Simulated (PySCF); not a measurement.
# Stationary points of HNO

Level of theory: PBE in PySCF with N def2-TZVP, O def2-TZVP, H def2-TZVP; no relativity; density-fitted integrals.

Relaxations began from a few typed shapes; open shells are unrestricted. The search is not exhaustive: other isomers or separated fragments can lie lower, and high-lying points may rest on an excited occupation.

(1) Which is the lowest minimum found?
A. broken-symmetry Ms = 0 Cs: N–H 1.079 Å, N–O 1.210 Å; H–N–O 109.2°
B. singlet (closed shell, unstable to spin polarisation) Cs: N–H 1.084 Å, N–O 1.207 Å; H–N–O 108.8°

## Answers

(1) A. The others lie at 1.0 (singlet Cs) kJ/mol above it.

For the lowest minimum: the spin densities have lower symmetry than the nuclear frame.
